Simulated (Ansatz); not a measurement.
in.yaml

```yaml
crystal:
  periodic: [false, false, false]
  atoms:
    - {symbol: Ge, position_ang: [0.000000, -0.029440, 0.000000]}
    - {symbol: H, position_ang: [0.000000, 1.060833, -1.088372]}
    - {symbol: H, position_ang: [0.000000, 1.060833, 1.088372]}
basis:
  gaussian: {orbitals: cc-pVDZ}
magnetization: {spin_polarized: true, initial_magnetization: 2}
hamiltonian: {xc: hf}
output: {orbitals: {seedname: orbitals}}
```

```sh
$ ansatz run in.yaml --threads 1 --pin off --events-out ev --progress --plain --max-ram 2393MiB
```

Log:

```
413 factors; integrals over basis functions are off by at most 1.2e-3 eV
mean field evaluation 1: about -56501.4253 eV, gradient 6.4e0 eV
mean field evaluation 2: about -56501.4273 eV, gradient 6.4e0 eV
mean field evaluation 4: about -56502.0150 eV, gradient 8.1e-1 eV
mean field evaluation 8: about -56502.0346 eV, gradient 7.5e-4 eV
mean field -56502.03472389 eV, -2076.4114776482 hartree, gradient 2.1e-5 eV, S^2 2.004440; 0 other end points of the search recorded, 0 dependent functions left out
reference -56502.03472389 eV, -2076.4114776482 hartree; 18, 16 occupied and 19, 21 virtual orbitals, 413 factors
Total energy: -56502.03472389 eV, -2076.4114776482 hartree
```

Ran on 1 thread of Intel Xeon Platinum 8488C, shared host: 1.4 s wall, 0.09 GiB peak host memory.
